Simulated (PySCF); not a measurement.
## Working out the electron affinity of F

F⁻ [Ne] (1S) → F [He] 2s2 2p5 (2P). Calculation: PySCF 2.14, in dyall-acv3z (15s9p4d2f, 76 functions); the non-relativistic Hamiltonian (point nucleus). Frozen: nothing; the 5 highest virtual orbitals dropped. Energies in hartree (1 hartree = 27.21139 eV):

| part | F⁻ (lower) | F (upper) |
| --- | --- | --- |
| UHF | -99.459264 | -99.415956 |
| CCSD correlation | -0.351677 | -0.279431 |
| (T) | -0.011039 | -0.004841 |

Question: What does Hartree-Fock give?

Answer: (-99.415956) − (-99.459264) = 0.043308 hartree = 1.178 eV.

Question: What do CCSD and CCSD(T) give?

Answer: The CCSD correlation energies differ by 0.072246 hartree = 1.966 eV and the triples by 0.006198 hartree = 0.169 eV, so CCSD gives 3.144 eV and CCSD(T) 3.313 eV.

A first-order spin-orbit estimate adds -0.017 eV to CCSD(T) (valence and next inner shell), giving 3.296 eV against 3.401 eV (measured; photodetachment measurements, as compiled on the Wikipedia data page of electron affinities).

What remains against the reference includes basis incompleteness and higher excitations.
